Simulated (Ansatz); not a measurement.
Cartesian coordinates in Å:
```
F -1.625 -0.792 1.054
C -0.289 -0.602 0.809
C 0.028 0.769 0.226
C 0.378 -0.023 -1.037
O 0.112 -1.265 -0.355
H 0.241 -0.951 1.700
H -0.837 1.425 0.160
H 0.860 1.288 0.699
H 1.418 0.033 -1.363
H -0.286 0.118 -1.893
```

Charge 0, multiplicity 1.

Q: List the B3LYP/def2-TZVPP orbital energies in eV (Ansatz 0.2.0). (Best estimate.)

A: Ansatz gave: Occupied: -671.38, -520.96, -280.37, -278.54, -277.31, -33.00, -29.19, -20.93, -19.22, -16.02, -14.87, -14.16, -13.68, -12.65, -11.76, -11.03, -10.50, -9.34, -8.92, -7.96. Lowest empty: 1.01, 1.37, 1.52, 1.96, 2.67, 3.10, 3.51, 3.96.

B3LYP here is the variant with VWN-RPA as its local correlation; programs differ in this.
